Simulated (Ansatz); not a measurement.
System (SMILES): O (H2O).
Atoms: O1, H2, H3. Bonds: O1-H2, O1-H3.

How fast the highest harmonic wavenumber converges with the basis for several methods (Ansatz, a first-principles code): deviation from each method's own reference, in cm⁻¹. References: CCSD(T) 3955 cm⁻¹, the value in def2-QZVPP; HF 4228 cm⁻¹, the value in aug-cc-pVQZ; MP2 3965 cm⁻¹, the value in aug-cc-pVQZ; PBE 3808 cm⁻¹, the value in aug-cc-pVQZ; PBE0 3967 cm⁻¹, the value in aug-cc-pVQZ. All functions are spherical. In correlated methods cores are frozen. Core-valence sets carry the plain set on hydrogen. No added dispersion term, no relativity. Each level at its own minimum, unscaled; the references are large sets that could be run, not limits.

```json
[
 {"basis": "cc-pVDZ", "functions": "24", "CCSD(T)": "-27", "HF": "-17", "MP2": "5", "PBE": "-55", "PBE0": "-37"},
 {"basis": "def2-SVP", "functions": "24", "CCSD(T)": "16", "HF": "16", "MP2": "46", "PBE": "-17", "PBE0": "-1"},
 {"basis": "6-311+G**", "functions": "34", "CCSD(T)": "12", "HF": "15", "MP2": "37", "PBE": "19", "PBE0": "20"},
 {"basis": "def2-TZVP", "functions": "43", "CCSD(T)": "-43", "HF": "-16", "MP2": "-19", "PBE": "-8", "PBE0": "-8"},
 {"basis": "pcseg-2", "functions": "58", "CCSD(T)": "-1", "HF": "7", "MP2": "17", "PBE": "7", "PBE0": "8"},
 {"basis": "def2-TZVPP", "functions": "59", "CCSD(T)": "-7", "HF": "5", "MP2": "11", "PBE": "7", "PBE0": "8"},
 {"basis": "cc-pCVTZ", "functions": "71", "CCSD(T)": "-16", "HF": "-10", "MP2": "4", "PBE": "-11", "PBE0": "-8"},
 {"basis": "aug-cc-pVTZ", "functions": "92", "CCSD(T)": "-35", "HF": "-6", "MP2": "-18", "PBE": "-7", "PBE0": "-6"}
]
```

Mean absolute deviation over 6-311+G**, def2-TZVP, pcseg-2, def2-TZVPP, cc-pCVTZ, aug-cc-pVTZ: PBE0 9, PBE 10, HF 10, MP2 18, CCSD(T) 19 cm⁻¹.
